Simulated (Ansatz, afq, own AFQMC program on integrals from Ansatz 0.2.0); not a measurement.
# NH3Br, doublet in cc-pVTZ, levels against AFQMC with the constraint released

```xyz
5

N    -2.3577   -0.0059   -0.0092
H    -2.6549    0.9620   -0.0092
H    -2.6549   -0.4082    0.8711
H    -1.0367   -0.0059   -0.0092
Br    0.4933   -0.0059   -0.0092
```

Connectivity, by distances: NH2 ··· BrH.

Basis cc-pVTZ. Only valence electrons are correlated. Integrals, coupled cluster, full CI and functionals: Ansatz 0.2.0; the random walks run on the same integrals in our own AFQMC program. The CISD trial takes its coefficients from CCSD amplitudes. Released means that phaseless walkers are propagated on without the constraint, phases kept. Uncertainties: one standard error, sampling alone. No spin–orbit coupling.

Determinant: UHF, the one that the program's search chose, which needn't be the lowest solution. The geometry is a point of a scan.

No full CI on the walks' own integrals is used here. The released AFQMC energy serves as the reference, which it does only where one determinant dominates, the energy is flat over the last release times and near the phaseless one (40 meV or 2 meV an electron, half that with transition metals). On small molecules, where full CI could be run and the noise was under 10 meV, such values lay within 10 meV of it in 19 cases of 20, a flattering rate, since the rule was set on those same cases; what remains of the bias isn't in the error bar.

Cautions: no relativity below Rb; no spin-orbit coupling; inner d shell frozen; the released value is read at 1.50 1/Eh with a noise of 11 meV, more than in the cases checked (meV from the phaseless value at times in 1/Eh: -18 ± 6 at 0.24, -24 ± 8 at 0.51, -18 ± 9 at 0.99, -14 ± 11 at 1.50).

```
T1 diagnostic                               : 0.0268
weight of the determinant in the CISD state : 0.848
⟨S²⟩ of the determinant                     : 0.775
size of the correlated space                : 15 electrons in 100 orbitals
```

Reference: AFQMC with the constraint released, correlation energy -11.605 ± 0.011 eV.

| level | E − E(reference) (kJ/mol) | share of correlation (%) |
| --- | --- | --- |
| HF | 1119.7 ± 1.1 | 0.00 |
| MP2 | 131.2 ± 1.1 | 88.28 |
| CCSD | 43.5 ± 1.1 | 96.11 |
| CCSD(T) | 3.7 ± 1.1 | 99.67 |
| ph-AFQMC/CISD | 1.4 ± 1.2 | 99.88 |

A walk keeps the symmetry of its determinant, which the program's search chose and which needn't be the lowest solution, so a lower state of the same spin and another symmetry isn't excluded. Released energies are given only where the last usable release times agree within the noise; a slower fall can still hide under it.
